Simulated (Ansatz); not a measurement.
Run this with the Python package of Ansatz (0.2.0) and show what comes out.

`deck_c4h4o.py`:
```python
# -*- coding: utf-8 -*-
'''C4H4O through the session interface.'''

import ansatz as az

DECK = '''
crystal:
  periodic: [false, false, false]
  atoms:
    - { symbol: C, position_ang: [1.8929, 0.1343, 0.0613] }
    - { symbol: C, position_ang: [0.6557, -0.2408, -0.0567] }
    - { symbol: C, position_ang: [-0.5856, -0.6058, -0.172] }
    - { symbol: C, position_ang: [-1.6992, 0.3343, 0.0684] }
    - { symbol: O, position_ang: [-1.5524, 1.5065, 0.3883] }
    - { symbol: H, position_ang: [2.7065, -0.5591, -0.1162] }
    - { symbol: H, position_ang: [2.1301, 1.1551, 0.3414] }
    - { symbol: H, position_ang: [-0.8471, -1.618, -0.4501] }
    - { symbol: H, position_ang: [-2.701, -0.1066, -0.0644] }
basis:
  gaussian: { orbitals: def2-SVP }
hamiltonian:
  xc: hf
'''

session = az.Session.from_yaml(DECK)
summary = session.plan(threads=1).execute().report

for key in ('converged', 'free_energy_ev', 'reference_energy_ev', 'n_frozen', 'n_occupied', 'n_virtual'):
    print(f'{key:22s} {summary[key]}')
symbols = ['C', 'C', 'C', 'C', 'O', 'H', 'H', 'H', 'H']
```

```console
$ python deck_c4h4o.py
converged              True
free_energy_ev         -6212.8474236718
reference_energy_ev    -6212.8474236718
n_frozen               0
n_occupied             [18, 18]
n_virtual              [72, 72]
```

Reading the output:
- Total energies depend on the basis set; only differences at equal settings carry meaning.
- The geometry is a force-field or estimated start, not a minimum of this method, and the basis set is short of its limit.
- Finished in 3.1 s on 1 thread of Intel(R) Xeon(R) Platinum 8259CL CPU @ 2.50GHz (Skylake/Cascade Lake), on a shared host, peak memory 0.26 GiB.

(A comment or docstring line of the script was reworded after the run, the code is as it ran; lines on the test bed's own set-up are left out of the output.)
